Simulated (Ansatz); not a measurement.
## HNSi, triplet: reading a ladder of total energies

Geometry: a point of a stretch scan, not a stationary point.

| atom | x (Å) | y (Å) | z (Å) |
| --- | --- | --- | --- |
| Si | 0.0000 | 0.0384 | 0.6686 |
| N | 0.0000 | -0.1240 | -1.2064 |
| H | 0.0000 | 0.6529 | -1.8670 |

Basis 6-31G; Ansatz 0.2.0. Only valence electrons are correlated (noble-gas cores frozen), which leaves 10 electrons in 18 orbitals. Prefix R: restricted or restricted open-shell reference; prefix U: unrestricted.

Full CI is exact within this basis and frozen core; it isn't the basis-set limit. The frozen core follows each run's orbitals, which can shift R against U totals by a few meV.

The cluster runs stand on a determinant 0.18 eV above the lowest UHF solution, chosen by trial CCSD; the correlation energy below is counted from it.

Runs differ by some tens of microhartree through their thresholds and, for an open shell, their frozen cores, so the step to full CI, which has another core, is uncertain by up to 0.1 kcal/mol.

```
                                 level  total energy (hartree)
UHF determinant under the cluster runs             -343.789831
                                  UMP2             -343.909548
                                 UCCSD             -343.933543
                              UCCSD(T)             -343.939346
                               UCCSDT*             -343.943821
                            UCCSDT(Q)*             -343.945438
                              UCCSDTQ*             -343.945063
                               full CI             -343.945167
```

What is the correlation energy at full CI, and what share of it do UMP2 and UCCSD recover?

E(corr) = -343.945167 − (-343.789831) = -0.155336 hartree = -4.227 eV. UMP2: -0.119717 / -0.155336 = 77.07 %. UCCSD: -0.143712 / -0.155336 = 92.52 %.

By how many kcal/mol does UCCSD(T) miss full CI (1 hartree = 627.509 kcal/mol), and which steps make up the rest?

-343.939346 − (-343.945167) = 0.005821 hartree = 3.65 kcal/mol. Steps: UCCSDT − UCCSD(T) = -2.81, UCCSDT(Q) − UCCSDT = -1.01, UCCSDTQ − UCCSDT(Q) = 0.24, full CI − UCCSDTQ = -0.07 kcal/mol. With more than one leading determinant such errors change with state and geometry, and needn't cancel in differences.

An asterisk marks runs whose energy the program itself flagged as in doubt.
